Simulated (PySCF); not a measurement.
Ionising BN

UHF-CCSD(T); B cc-pVTZ, N cc-pVTZ; no relativity (PySCF 2.14). Neutral (UHF): triplet (σ ↑, π ↑), Re = 1.334 Å, ωe = 1528 cm⁻¹, De = 4.19 eV.

BN⁺ (UHF): quartet (σ ↑, π ↑↑), Re = 1.464 Å, ωe = 1022 cm⁻¹, De = 1.23 eV to B⁺ + N. The energies at the minima are -79.26696 hartree for BN and -78.85650 for BN⁺.

Problem. Work out the adiabatic ionisation energy, without and with harmonic zero-point energies (1 hartree = 27.2114 eV, 1 eV = 8065.5 cm⁻¹), and the change of the bond length.

Solution. At UHF-CCSD(T): 0.41046 hartree = 11.169 eV between the minima; the zero-point term (1022.0 − 1528.0)/2 cm⁻¹ = -0.031 eV makes it 11.138 eV. Re changes by +13.0 pm against the neutral. The electron leaves a π orbital, and the longer bond of the ion fits a bonding orbital, or a change in how ionic the bond is.

Correlated steps freeze 2 core orbitals. For an ion De counts to the pair picked by the measured ionisation energies or electron affinities, which need not be the lowest pair at this level. The CCSD T1 diagnostic is raised in BN, a sign that a single reference may not be enough there. States were picked by a PBE0 search and need not be the measured ground states.
